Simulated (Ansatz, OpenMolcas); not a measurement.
**Worked example: the enthalpy of formation of C4H6 (1,2-butadiene)**

C4H6 has 10 atoms, charge 0, and is taken as a singlet. SMILES: `C=C=CC`. Geometry: relaxed at PBE0-D4/def2-TZVP.

Total energies at r2SCAN/cc-pVDZ (OpenMolcas 26.06); the atoms run unrestricted:

```
species    state  energy (Eh)
   C4H6  singlet  -155.878265
      C  triplet   -37.826282
      H  doublet    -0.499208
```

Harmonic wavenumbers at PBE0-D4/def2-TZVP, in cm⁻¹: 171, 210, 344, 543, 577, 876, 891, 898, 1015, 1057, 1093, 1159, 1359, 1400, 1467, 1475, 1501, 2077, 3044, 3101, 3136, 3139, 3153, 3215.

Measured heats of formation of the gaseous atoms at 298.15 K, in kJ/mol: C 716.9, H 218.0. Spin-orbit lowering of the atoms at 298 K (mean of the ground term's levels less their thermal mean, from spectra), in kJ/mol: C 0.02. Take 1 Eh = 2625.50 kJ/mol, 1 cm⁻¹ = 0.0119627 kJ/mol, RT = 2.479 kJ/mol.

Work out the heat of formation of the gas at 298 K.


1. Electronic atomisation energy: 4 × (-37.826282) + 6 × (-0.499208) − (-155.878265) = 1.577889 Eh = 4142.7 kJ/mol.
2. Zero-point energy: half the sum of the wavenumbers, 18450.5 cm⁻¹ = 220.7 kJ/mol.
3. Thermal vibrational enthalpy, Σ hcν̃/(exp(hcν̃/kT) − 1): 5.8 kJ/mol. Translation, rotation and pV of a non-linear molecule: 4 RT = 9.9 kJ/mol.
4. The 10 free atoms carry 5/2 RT each: 62.0 kJ/mol.
5. Spin-orbit coupling lowers the free atoms by 4 × 0.02 = 0.1 kJ/mol.
6. Atomisation enthalpy at 298 K: 4142.7 − 0.1 − 220.7 − 5.8 − 9.9 + 62.0 = 3968.2 kJ/mol.
7. Sum of the atoms' heats of formation: 4175.6 kJ/mol. Heat of formation: 4175.6 − 3968.2 = +207.4 kJ/mol.

The tabulated value is +162.3 kJ/mol (CRC Handbook of Chemistry and Physics), so this level is off by +45.1 kJ/mol, or 1.1 % of the atomisation enthalpy. Anharmonicity and any spin-orbit splitting of the molecule are left out.
